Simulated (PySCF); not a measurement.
**`C#C[C@H](C)Cl`, C$_{4}$H$_{5}$Cl**

Geometry (Å), atoms numbered from 1 in this order:
```xyz
10

C     2.2732    0.2909    0.0776
C     1.0836    0.3696    0.2083
C    -0.3553    0.4233    0.3606
C    -1.0613   -0.7272   -0.3307
Cl   -0.9783    1.9927   -0.2761
H     3.3298    0.2294   -0.0345
H    -0.6056    0.4411    1.4228
H    -0.8422   -0.7188   -1.3983
H    -0.7127   -1.6723    0.0910
H    -2.1388   -0.6460   -0.1872
```

Method: TDDFT CAM-B3LYP/def2-TZVPD excited states, vertical, gas phase (PySCF). Geometry: PBE0-D3(BJ)/def2-TZVP.

(1) Give the one- and two-photon strengths of the lowest singlets.

Answers

(1) δ for parallel linear polarisation; σ at the peak of a Lorentzian of half width 0.1 eV, single beam; Ω is circular over linear.
```tsv
state	E (eV)	f	photon λ (nm)	δ (au)	σ (GM)	Ω	main
S1	6.09	0.000	407	0.18	0.00	1.16	HOMO−1→LUMO 0.41, HOMO→LUMO 0.35
S2	6.47	0.029	383	11.6	0.18	0.99	HOMO→LUMO 0.33, HOMO−1→LUMO 0.29
S3	6.77	0.001	367	0.36	0.01	1.37	HOMO→LUMO+5 0.23, HOMO−1→LUMO+5 0.16
S4	6.87	0.001	361	4.55	0.08	0.90	HOMO−2→LUMO 0.71
S5	6.97	0.006	356	1.92	0.03	0.24	HOMO−3→LUMO 0.64
S6	7.47	0.059	332	30.9	0.63	0.54	HOMO→LUMO+1 0.40, HOMO−1→LUMO+1 0.35
```

Among these, the strongest one-photon state is S6, the strongest two-photon state S6, with a dipole change of 3.0 D (relaxed, norm of the difference vector).
